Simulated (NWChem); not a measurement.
# Predicting a hybrid from its neighbours: NCO (nco radical)

The species is NCO (3 atoms), meant as a doublet with charge 0. As SMILES, `[N]=C=O`. The coordinates come from a PBE0-D4/def2-TZVP relaxation.

The electronic atomisation energy y, in eV, basis cc-pVTZ; a is the functional's share of exact exchange. Programs: NWChem 7.3.0.

```
functional  program     a  y (eV)
  U-revPBE   NWChem     0   14.47
     UBLYP   NWChem     0   14.61
    UB3LYP   NWChem   0.2   14.01
     UPBE0   NWChem  0.25       ?
    UBHLYP   NWChem   0.5   12.70
```

Fit y = c + s·a to the known rows and predict UPBE0.


1. Means of the 4 rows: a = 0.1750, y = 13.947.
2. Σ(Δa)² = 0.1675, Σ(Δa·Δy) = -0.61125, so the slope is -0.61125/0.1675 = -3.6493.
3. Intercept: 13.947 − (-3.6493) × 0.1750 = 14.586. The largest residual of the fit is 0.15.
4. UPBE0: 14.586 + (-3.6493) × 0.25 = 13.67 eV.

The run gave 14.08 eV, so the prediction is off by -0.41 eV, more than the scatter of the fit. The rows mix families of semi-local functionals, which the line can't see.
